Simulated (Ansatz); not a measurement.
A made-up structure of CH4AlS, doublet:

```tsv
atom	x (Å)	y (Å)	z (Å)
Al1	-1.1655	0.5987	-0.9010
C2	0.4597	0.0819	0.4001
S3	1.0598	-1.7123	0.6548
H4	-2.0003	-0.6927	-1.7890
H5	-1.6143	2.3108	-1.0388
H6	1.0747	0.9165	1.0375
H7	2.1858	-1.5029	1.6364
```

It is relaxed with PBE-D4/def2-SVP and then PBE0-D4/def2-TZVP (Ansatz 0.2.0). Atoms count as bonded within 1.22 times the sum of their covalent radii (H–H: 0.88 Å). The end point is not checked to be a true minimum.

Q: Does its bonding change? (A judgement: the text doesn't fix the answer.)

A: Computed: No: no bond forms or breaks.

Where it ends: The first stage lowers the energy by 1.27 eV in 5 steps. It ends as CH₄AlS ([AlH2][CH][SH]):
```
7
angstrom
Al -1.0407 0.5342 -0.8046
C 0.4103 0.0726 0.3572
S 0.9468 -1.5290 0.5850
H -1.7870 -0.6178 -1.5980
H -1.4398 2.0631 -0.9265
H 0.9583 0.8190 0.9256
H 1.9522 -1.3420 1.4613
```

Labels in which every atom is bracketed show which atoms are joined, not bond orders.

For scale, one of the runs: PBE0-D4/def2-TZVP relaxation, 129 basis functions, launched by `ansatz run in.yaml --threads 2 --pin off --events-out ev --progress --plain --max-ram 4352MiB`. Hardware: 2 CPU threads of an Arm Neoverse V2, shared host. Wall time about 22 s.
